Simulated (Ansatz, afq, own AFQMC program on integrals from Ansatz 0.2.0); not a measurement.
## GeH$_{4}$Br, doublet in cc-pVTZ, levels against AFQMC with the constraint released

```xyz
6

Ge   -1.8029    0.0000    0.0000
H    -2.3143    1.4466    0.0000
H    -2.3143   -0.7233    1.2528
H    -2.3143   -0.7233   -1.2528
H     0.1941    0.0000    0.0000
Br    1.7241    0.0000    0.0000
```

Connectivity, by distances: GeH3 ··· Br, 1 bridging H.

Basis cc-pVTZ. Noble-gas cores (and the filled d shells of Ga–Kr and In–Xe) are frozen. AFQMC by an in-house program on the Cholesky factors that Ansatz 0.2.0 writes for its CCSD(T) run. The CISD trial takes its coefficients from CCSD amplitudes. Released means that phaseless walkers are propagated on without the constraint, phases kept. Uncertainties: one standard error, sampling alone. No spin–orbit coupling.

Determinant: UHF, the one that the program's search chose, which needn't be the lowest solution. The geometry is a point of a scan.

No full CI on the walks' own integrals is used here. The released AFQMC energy serves as the reference, which it does only where one determinant dominates, the energy is flat over the last release times and near the phaseless one (40 meV or 2 meV an electron, half that with transition metals). On small molecules, where full CI could be run and the noise was under 10 meV, such values lay within 10 meV of it in 19 cases of 20, a flattering rate, since the rule was set on those same cases; what remains of the bias isn't in the error bar.

Cautions: no relativity below Rb; no spin-orbit coupling; inner d shell frozen; the released value is read at 1.50 1/Eh (meV from the phaseless value at times in 1/Eh: -13 ± 5 at 0.24, -12 ± 4 at 0.51, -5 ± 4 at 0.99, -8 ± 8 at 1.50).

- T1 diagnostic: 0.0122
- weight of the determinant in the CISD state: 0.851
- ⟨S²⟩ of the determinant: 0.772
- size of the correlated space: 15 electrons in 114 orbitals

Reference: AFQMC with the constraint released, correlation energy -9.563 ± 0.008 eV.

```csv
level,E − E(reference) (meV),share of correlation (%)
HF,9562.8 ± 7.8,0.00
MP2,1515.6 ± 7.8,84.15
CCSD,349.0 ± 7.8,96.35
CCSD(T),45.6 ± 7.8,99.52
ph-AFQMC/CISD,8.4 ± 9.7,99.91
```

A walk keeps the symmetry of its determinant, which the program's search chose and which needn't be the lowest solution, so a lower state of the same spin and another symmetry isn't excluded. Released energies are given only where the last usable release times agree within the noise; a slower fall can still hide under it.
